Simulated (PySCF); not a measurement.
## Frontier levels across methods

Compound: BFH4Si.
SMILES with atom numbers: `[F:1][BH:2][SiH3:3]` (hydrogens: H4 on B2; H5, H6, H7 on Si3)

Cartesian coordinates in Å at the PBE0-D3(BJ)/def2-SVP level; atoms count from 1:
```
atom  x, y, z in Å
F1     2.0095    1.0756   -0.1528
B2     1.2852   -0.0182   -0.0044
Si3   -0.7488    0.0751    0.0012
H4     1.8994   -1.0595    0.1199
H5    -1.2682   -0.5076    1.2797
H6    -1.2761    1.4665   -0.1464
H7    -1.2769   -0.7654   -1.1205
```

Basis pcSseg-2 throughout (PySCF), one geometry. Geometry: PBE0-D3(BJ)/def2-SVP; no solvent, vibrations or thermal averaging.

Task: How do the orbital energies, the gap and the dipole change with the method?

Result: 
| method | kind | HOMO (eV) | LUMO (eV) | gap (eV) | μ (D) | SCF cycles |
| --- | --- | --- | --- | --- | --- | --- |
| BLYP | GGA | -6.82 | -2.62 | 4.19 | 0.46 | 13 |
| OPBE | GGA | -6.86 | -2.62 | 4.25 | 0.43 | 13 |
| PBE | GGA | -6.90 | -2.78 | 4.12 | 0.45 | 13 |
| B97-D | GGA | -6.92 | -2.58 | 4.34 | 0.45 | 12 |
| LDA | LDA | -6.97 | -3.02 | 3.95 | 0.51 | 12 |
| KT2 | GGA | -6.97 | -2.75 | 4.22 | 0.50 | 14 |
| BP86 | GGA | -7.00 | -2.82 | 4.18 | 0.45 | 13 |
| KT3 | GGA | -7.02 | -2.69 | 4.34 | 0.49 | 14 |
| B97-2 | global hybrid | -7.98 | -1.77 | 6.20 | 0.54 | 11 |
| B3LYP | global hybrid | -8.03 | -2.00 | 6.03 | 0.55 | 11 |
| PBE0 | global hybrid | -8.22 | -1.78 | 6.44 | 0.56 | 11 |
| mPW1PW91 | global hybrid | -8.26 | -1.78 | 6.48 | 0.56 | 11 |
| BHandHLYP | global hybrid | -9.48 | -0.74 | 8.74 | 0.67 | 11 |
| CAM-B3LYP | range-separated hybrid | -9.61 | -0.65 | 8.96 | 0.59 | 11 |
| wB97X-D | range-separated hybrid | -10.09 | 0.12 | 10.21 | 0.56 | 12 |
| LC-wPBE | range-separated hybrid | -10.93 | 0.55 | 11.48 | 0.57 | 12 |
| HF | Hartree–Fock | -11.38 | 1.61 | 13.00 | 0.75 | 9 |

The HOMO spans 4.57 eV, from BLYP down to HF, and the gap runs from 3.95 eV (LDA) to 13.00 eV (HF). Over the methods BLYP (0 %), OPBE (0 %), PBE (0 %), B97-D (0 %), LDA (0 %), KT2 (0 %), BP86 (0 %), KT3 (0 %), B97-2 (21 %), B3LYP (20 %), PBE0 (25 %), mPW1PW91 (25 %), BHandHLYP (50 %), HF (100 %), a straight line through the gap against the share of exact exchange rises by 0.89 eV for each 10 % (correlation coefficient 0.999). The dipole ranges from 0.43 D (OPBE) to 0.75 D (HF). This basis has no diffuse functions.
